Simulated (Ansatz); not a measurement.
System (SMILES): C#N (CH-N).
Atoms: C1, N2, H3. Bonds: C1-N2, C1-H3.

Basis-set convergence of the optimised C1-H3 bond length at HF with Ansatz (an electronic-structure program). Cartesian d functions, on some or all atoms, in 6-31G*, 6-31G**; all else is spherical. The program fits the integrals of some runs and decomposes those of others, by size. No added dispersion term, no relativity. Reference: the value in aug-pcseg-3, 1.0565 Å, itself unsure by roughly 0.0003 Å (its mean distance from aug-cc-pVQZ, def2-QZVPPD, pcseg-3). Deviations are taken from unrounded values.

| basis | functions | optimised C1-H3 bond length (Å) | minus reference (Å) |
|---|---|---|---|
| pcseg-0 | 20 | 1.0599 | 0.0034 |
| def2-SV(P) | 30 | 1.0697 | 0.0132 |
| 6-31G* | 32 | 1.0590 | 0.0025 |
| cc-pVDZ | 33 | 1.0667 | 0.0102 |
| 6-31G** | 35 | 1.0590 | 0.0025 |
| def2-SVPD | 48 | 1.0677 | 0.0112 |
| aug-pcseg-1 | 55 | 1.0631 | 0.0067 |
| pcseg-2 | 74 | 1.0568 | 0.0003 |
| def2-TZVPPD | 91 | 1.0575 | 0.0010 |
| jun-cc-pV(T+d)Z | 92 | 1.0571 | 0.0007 |
| aug-pcseg-2 | 115 | 1.0568 | 0.0003 |
| cc-pVQZ | 140 | 1.0570 | 0.0005 |
| def2-QZVPPD | 159 | 1.0569 | 0.0005 |
